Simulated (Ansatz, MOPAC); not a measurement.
**P2 (diphosphorus): the equilibrium bond length, rung by rung**

P2, singlet, SMILES `P#P`. Each level relaxes the structure for itself.

Quantity: the equilibrium bond length, in Å. The values are calculated.

Q: The value from experiment is 1.893 Å (Huber and Herzberg, Constants of Diatomic Molecules). From what is known of these methods, estimate their order from the nearest to it to the farthest.
A. AM1 (MOPAC)
B. RM1 (MOPAC)
C. HF/STO-3G (Ansatz)
D. MNDO (MOPAC)
E. HF/6-31G* (Cartesian functions) (Ansatz)

A: E (1.859 Å, -0.034), C (1.808 Å, -0.085), D (1.694 Å, -0.199), B (1.649 Å, -0.244), A (1.623 Å, -0.270).
